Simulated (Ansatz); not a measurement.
Cost against result

The pair of H3O⁺ (SMILES [OH3+], atoms 1–4) and C2H4 (SMILES C=C, atoms 5–10), both closed shells, in one local arrangement (a lower one may exist), relaxed at PBE0-D4/def2-TZVP:

```json
{"atom": "O1", "x (Å)": "-0.6173", "y (Å)": "-0.3272", "z (Å)": "-1.5554"}
{"atom": "H2", "x (Å)": "-0.2206", "y (Å)": "-0.1164", "z (Å)": "-0.5634"}
{"atom": "H3", "x (Å)": "-0.0161", "y (Å)": "-0.8376", "z (Å)": "-2.1231"}
{"atom": "H4", "x (Å)": "-0.9538", "y (Å)": "0.4555", "z (Å)": "-2.0229"}
{"atom": "C5", "x (Å)": "0.7973", "y (Å)": "0.5071", "z (Å)": "0.7859"}
{"atom": "C6", "x (Å)": "-0.2080", "y (Å)": "-0.2383", "z (Å)": "1.2606"}
{"atom": "H7", "x (Å)": "1.7703", "y (Å)": "0.0751", "z (Å)": "0.5698"}
{"atom": "H8", "x (Å)": "0.7026", "y (Å)": "1.5841", "z (Å)": "0.6787"}
{"atom": "H9", "x (Å)": "-1.1606", "y (Å)": "0.2028", "z (Å)": "1.5392"}
{"atom": "H10", "x (Å)": "-0.0937", "y (Å)": "-1.3049", "z (Å)": "1.4304"}
```

Interaction energies are counterpoise-corrected; the time is that of the whole pair.

Program: Ansatz 0.2.0. Basis: as named in each row. Cores are frozen in the correlated methods. B3LYP uses VWN-RPA correlation. Extrapolation: Hartree–Fock as exp(−7.88 √X), correlation as X^−2.97.

Times are rough, for one single point on 4 threads of a shared host (Arm Neoverse V1).

The estimate by CCSD(T) at an estimated basis limit (MP2 extrapolated from triple and quadruple zeta, plus CCSD(T) − MP2 in triple zeta) is -1.117 eV.

```tsv
method	basis	time (s)	interaction energy (eV)	method less estimate
HF	STO-3G	under 1	-0.896	0.221
PBE-D4	STO-3G	under 1	-1.353	-0.236
SPW92	def2-SVP	under 1	-1.389	-0.272
B3LYP-D4	6-31G	under 1	-1.197	-0.080
PBE-D4	def2-SVP	under 1	-1.228	-0.111
PBE0-D4	def2-SVP	under 1	-1.203	-0.086
CCSD(T)	def2-SVP	1	-0.889	0.228
PBE-D4	def2-TZVPPD	2	-1.275	-0.157
revPBE-D4	def2-TZVPPD	2	-1.226	-0.109
BLYP-D4	def2-TZVPPD	2	-1.186	-0.069
wB97M-V	def2-SVP	2	-1.119	-0.002
PBE0-D4	def2-TZVPPD	2	-1.267	-0.150
HSE06-D4	def2-TZVPPD	2	-1.268	-0.151
B3LYP-D4	def2-TZVPPD	2	-1.198	-0.081
r2SCAN-D4	def2-TZVPPD	3	-1.264	-0.147
B2PLYP	def2-TZVPPD	4	-1.138	-0.021
wB97X-V	def2-TZVPPD	5	-1.192	-0.075
wB97M-V	def2-TZVPPD	6	-1.176	-0.059
B97M-V	def2-TZVPPD	6	-1.173	-0.056
MP2	def2-QZVPPD	16	-1.152	-0.035
CCSD(T)	def2-TZVPPD	58	-1.078	0.039
```

The T1 diagnostic stays at or below 0.011. The restricted Hartree–Fock reference is unstable towards an unrestricted one at one or more of these structures.
